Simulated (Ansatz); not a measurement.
All numbers were calculated with Ansatz.

A structure relaxed at PBE0-D4/def2-TZVP, charge 0, multiplicity 1:

Cartesian coordinates in Å:
```
C -0.565 -0.869 -0.816
C -0.016 -0.147 0.382
O -1.009 0.316 1.180
F 0.800 -1.045 1.088
C 0.964 0.977 0.034
O 0.858 2.067 0.519
H 0.244 -1.287 -1.417
H -1.207 -1.680 -0.471
H -1.159 -0.186 -1.426
H -0.699 1.144 1.578
H 1.789 0.710 -0.651
```

Question: Give its formula and SMILES.

Answer: C3H5FO2, `CC(O)(F)C=O`.

Question: Summarise the bond lengths by kind.

Answer: 2 × C–C 1.503 to 1.531 Å; 4 × C–H 1.091 to 1.106 Å; 2 × C–O 1.198 to 1.356 Å; 1 × C–F 1.404 Å; 1 × H–O 0.970 Å.
